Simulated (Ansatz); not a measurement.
System (SMILES): N#N (N2).
Atoms: N1, N2. Bonds: N1-N2.

Basis-set convergence of the optimised N1-N2 bond length at MP2 with Ansatz (a first-principles code). The reference of a correlated method is not its basis-set limit, which lies further on. All functions are spherical. Cores are frozen. No added dispersion term, no relativity. Reference: the value in pcseg-4, 1.1092 Å, itself unsure by roughly 0.0008 Å (its mean distance from aug-pcseg-3, aug-cc-pVQZ, cc-pV5Z). Deviations are taken from unrounded values. Cost is core time over that of aug-pcseg-2, rough, on shared machines of one kind; a dash marks a row that isn't timed (too short, read off another run, short of memory, by another algorithm or on other hardware). It counts the whole optimisation.

```json
[
 {"basis": "3-21G", "functions": "18", "optimised N1-N2 bond length (Å)": "1.1488", "minus reference (Å)": "0.0396", "cost": "-"},
 {"basis": "6-31G", "functions": "18", "optimised N1-N2 bond length (Å)": "1.1543", "minus reference (Å)": "0.0452", "cost": "-"},
 {"basis": "pcseg-0", "functions": "18", "optimised N1-N2 bond length (Å)": "1.1415", "minus reference (Å)": "0.0323", "cost": "-"},
 {"basis": "def2-SVP", "functions": "28", "optimised N1-N2 bond length (Å)": "1.1223", "minus reference (Å)": "0.0131", "cost": "-"},
 {"basis": "pcseg-1", "functions": "28", "optimised N1-N2 bond length (Å)": "1.1246", "minus reference (Å)": "0.0154", "cost": "-"},
 {"basis": "aug-cc-pVDZ", "functions": "46", "optimised N1-N2 bond length (Å)": "1.1318", "minus reference (Å)": "0.0226", "cost": "-"},
 {"basis": "6-311++G(2d,2p)", "functions": "54", "optimised N1-N2 bond length (Å)": "1.1139", "minus reference (Å)": "0.0048", "cost": "-"},
 {"basis": "pcseg-2", "functions": "60", "optimised N1-N2 bond length (Å)": "1.1132", "minus reference (Å)": "0.0040", "cost": "-"},
 {"basis": "def2-TZVPP", "functions": "62", "optimised N1-N2 bond length (Å)": "1.1128", "minus reference (Å)": "0.0036", "cost": "-"},
 {"basis": "def2-TZVPPD", "functions": "74", "optimised N1-N2 bond length (Å)": "1.1130", "minus reference (Å)": "0.0038", "cost": "0.6×"},
 {"basis": "cc-pCVTZ", "functions": "86", "optimised N1-N2 bond length (Å)": "1.1120", "minus reference (Å)": "0.0029", "cost": "-"},
 {"basis": "aug-cc-pVTZ", "functions": "92", "optimised N1-N2 bond length (Å)": "1.1141", "minus reference (Å)": "0.0049", "cost": "0.6×"},
 {"basis": "aug-pcseg-2", "functions": "92", "optimised N1-N2 bond length (Å)": "1.1138", "minus reference (Å)": "0.0047", "cost": "1×"},
 {"basis": "pcseg-3", "functions": "120", "optimised N1-N2 bond length (Å)": "1.1095", "minus reference (Å)": "0.0004", "cost": "3×"},
 {"basis": "def2-QZVPPD", "functions": "126", "optimised N1-N2 bond length (Å)": "1.1106", "minus reference (Å)": "0.0014", "cost": "3×"},
 {"basis": "aug-cc-pVQZ", "functions": "160", "optimised N1-N2 bond length (Å)": "1.1107", "minus reference (Å)": "0.0015", "cost": "6×"},
 {"basis": "aug-pcseg-3", "functions": "170", "optimised N1-N2 bond length (Å)": "1.1096", "minus reference (Å)": "0.0005", "cost": "6×"},
 {"basis": "pcseg-4", "functions": "202", "optimised N1-N2 bond length (Å)": "1.1092", "minus reference (Å)": "0.0000", "cost": "10×"}
]
```

The smallest set listed that lies within 0.01 Å of the reference with all its larger relatives (same family, alike in diffuse functions; a set with none counts only in the reference's own line) is 6-311++G(2d,2p) (54 functions, 0.0048 Å off). Inside, with no larger relative to test it: cc-pCVTZ. (Relatives not listed, tested too: 6-311++G(3df,3pd) 0.0039, def2-QZVP 0.0013, def2-QZVPP 0.0013 Å.)
